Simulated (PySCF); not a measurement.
## Stretching AlF

Set-up: basis Al pcseg-1, F pcseg-1; no relativity; PySCF 2.14. Energies in eV from Al + F in their ground configurations at the same level. State: ¹Σ⁺ (singlet), closed shell.

Curves on a restricted Hartree–Fock reference rise too fast on stretching and do not dissociate correctly.

| R (Å) | RHF-SCS-MP2 |
| --- | --- |
| 1.456 | -5.544 |
| 1.524 | -6.173 |
| 1.591 | -6.521 |
| 1.642 | -6.646 |
| 1.693 | -6.685 |
| 1.744 | -6.657 |
| 1.812 | -6.544 |
| 1.896 | -6.317 |
| 1.998 | -5.970 |
| 2.133 | -5.447 |

Problem. Put a parabola through the three lowest points of the RHF-SCS-MP2 curve and estimate Re, k and ωe (reduced mass 11.15 u; 1 eV/Å² = 0.16022 mdyn/Å; ωe = 1302.8·√(k/μ) cm⁻¹).

Solution. Through R = 1.642, 1.693, 1.744 Å the second-order coefficient is 12.9 eV/Å², so Re ≈ 1.697 Å, k ≈ 4.13 mdyn/Å and ωe ≈ 793 cm⁻¹. A polynomial fit of higher order to the unrounded RHF-SCS-MP2 energies gives Re = 1.695 Å, k = 4.06 mdyn/Å, ωe = 787 cm⁻¹; anharmonicity and rounding make the difference.

The higher-order fit for each curve: RHF-SCS-MP2: Re = 1.695 Å, ωe = 787 cm⁻¹, De = 6.68 eV.

Correlated steps freeze 6 core orbitals. Correlated levels converge slowly with the basis: in double zeta they bind strong bonds too weakly, by up to about 1 eV, and carry superposition errors of some tenths. Where the molecule has an RHF reference, its open-shell atoms are computed with UHF.
